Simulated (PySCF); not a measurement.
# HOF (hypofluorous acid) at 6 levels

Aim: a comparison of 6 runs (BHLYP/aug-cc-pVTZ, BLYP/aug-cc-pVTZ, CAM-B3LYP/aug-cc-pVTZ, PBE0/aug-cc-pVTZ, revPBE/aug-cc-pVTZ, wB97M-V/aug-cc-pVTZ) of HOF (hypofluorous acid). Input form: a Python script.

The calculation is run with PySCF 2.14.0.

1 further run of the same task is left out (set aside as unsound or not needed).

### 1 The molecule

HOF: 3 atoms, total charge 0, spin state singlet. As SMILES, `OF`. The shape is that of a PBE0-D4/def2-TZVP optimisation.

Bond lengths: O1–F2 1.406 Å, O1–H3 0.969 Å. Angles: F2–O1–H3 99.1°.

### 2 The energy at BHLYP/aug-cc-pVTZ (run 1)

File job.py:

```python
from pyscf import gto, dft

mol = gto.M(
    atom='''
O      0.813697    -0.397485     0.408804
F     -0.419349     1.917354    -0.020749
H     -0.394367    -1.519869    -0.388055
''',
    unit='bohr',
    basis='aug-cc-pvtz',
    max_memory=1860,
    verbose=3,
)

myscf = dft.RKS(mol)
myscf.xc = 'bhandhlyp'
myscf.grids.level = 5
myscf.conv_tol = 1e-10
myscf.kernel()
if not myscf.converged:
    myscf = myscf.newton().run(myscf.mo_coeff, myscf.mo_occ)

energy = myscf.e_tot
print('Final energy', energy)
```

Command:

```bash
$ OMP_NUM_THREADS=1 python job.py
```

Log:

```text
converged SCF energy = -175.527738755157
Final energy -175.52773875515734
```

It took 8.7 s on 1 thread of Arm Neoverse V2, shared host; peak memory 0.58 GiB.

### 3 A single-point energy at BLYP/aug-cc-pVTZ (run 2)

File job.py:

```python
from pyscf import gto, dft

mol = gto.M(
    atom='O 0.430590 -0.210340 0.216330; F -0.221910 1.014620 -0.010980; H -0.208690 -0.804280 -0.205350',
    basis='aug-cc-pvtz',
    spin=0,
    max_memory=1860,
    verbose=3,
)

ks = dft.RKS(mol)
ks.xc = 'blyp'
ks.conv_tol = 1e-10
ks.grids.level = 5
ks.kernel()
if not ks.converged:
    ks = ks.newton().run(ks.mo_coeff, ks.mo_occ)

e_final = ks.e_tot
print('E(%s) = %.9f' % ('BLYP', e_final))
```

Command:

```bash
$ OMP_NUM_THREADS=1 python job.py
```

Log:

```text
converged SCF energy = -175.603631949511
E(BLYP) = -175.603631950
```

Run time: 7.2 s. Hardware: 1 thread of Arm Neoverse V2, shared host; peak memory 0.58 GiB.

Runs 3 to 5 aren't shown in full; the table further down has their settings and results.

### 4 A single-point energy at wB97M-V/aug-cc-pVTZ (run 6)

File job.py:

```python
from pyscf import gto, dft

mol = gto.Mole()
mol.atom = '''
O      0.430590    -0.210340     0.216330
F     -0.221910     1.014620    -0.010980
H     -0.208690    -0.804280    -0.205350
'''
mol.charge = 0
mol.spin = 0
mol.basis = 'aug-cc-pvtz'
mol.verbose = 4
mol.max_memory = 1860
mol.build()

mf = dft.RKS(mol, xc='wb97m-v')
mf.conv_tol = 1e-10
mf.grids.level = 5
mf.nlcgrids.level = 1
mf.kernel()
if not mf.converged:
    mf = mf.newton().run(mf.mo_coeff, mf.mo_occ)

etot = mf.e_tot
print(f'total energy: {etot:.8f} hartree')
```

Command:

```bash
$ OMP_NUM_THREADS=1 python job.py
```

Log:

```text
PySCF version 2.14.0

[INPUT] num. atoms = 3
[INPUT] num. electrons = 18
[INPUT] charge = 0
[INPUT] spin (= nelec alpha-beta = 2S) = 0
[INPUT] symmetry False subgroup None
[INPUT] Mole.unit = angstrom
[INPUT] Symbol           X                Y                Z      unit          X                Y                Z       unit  Magmom
[INPUT]  1 O      0.430590000000  -0.210340000000   0.216330000000 AA    0.813697171976  -0.397484993041   0.408804452527 Bohr   0.0
[INPUT]  2 F     -0.221910000000   1.014620000000  -0.010980000000 AA   -0.419349124302   1.917353920506  -0.020749192848 Bohr   0.0
[INPUT]  3 H     -0.208690000000  -0.804280000000  -0.205350000000 AA   -0.394366944935  -1.519868927465  -0.388055259679 Bohr   0.0

[... 70 lines left out ...]
converged SCF energy = -175.562977091695
total energy: -175.56297709 hartree
```

It took 31 s on 1 thread of Arm Neoverse V2, shared host; peak memory 0.65 GiB.

### 5 All runs side by side

```csv
run,level,nlc grid,energy (Eh),dipole moment (D),HOMO energy (eV),LUMO energy (eV),wall time
1,BHLYP/aug-cc-pVTZ,–,-175.527739,1.99,-11.38,-0.15,8.7 s
2,BLYP/aug-cc-pVTZ,–,-175.603632,1.83,-7.20,-2.84,7.2 s
3,CAM-B3LYP/aug-cc-pVTZ,–,-175.565025,1.94,-10.92,-0.22,14 s
4,PBE0/aug-cc-pVTZ,–,-175.435118,1.90,-9.26,-1.21,8.1 s
5,revPBE/aug-cc-pVTZ,–,-175.562332,1.80,-7.13,-2.75,7.5 s
6,wB97M-V/aug-cc-pVTZ,1,-175.562977,1.90,-11.85,0.21,31 s
```

### 6 Outcome

```
            quantity          value
 run 6: total energy  -175.56298 Eh
run 6: dipole moment         1.90 D
  run 6: HOMO energy      -11.85 eV
  run 6: LUMO energy        0.21 eV
run 6: HOMO–LUMO gap       12.07 eV
```

In words: The dipole moment (its size) runs from 1.80 D (revPBE/aug-cc-pVTZ) to 1.99 D (BHLYP/aug-cc-pVTZ). The HOMO–LUMO gap runs from 4.36 eV (BLYP/aug-cc-pVTZ) to 12.07 eV (wB97M-V/aug-cc-pVTZ). Totals of different functionals can't be ranked against each other. All runs together took 77 s, the longest 31 s.
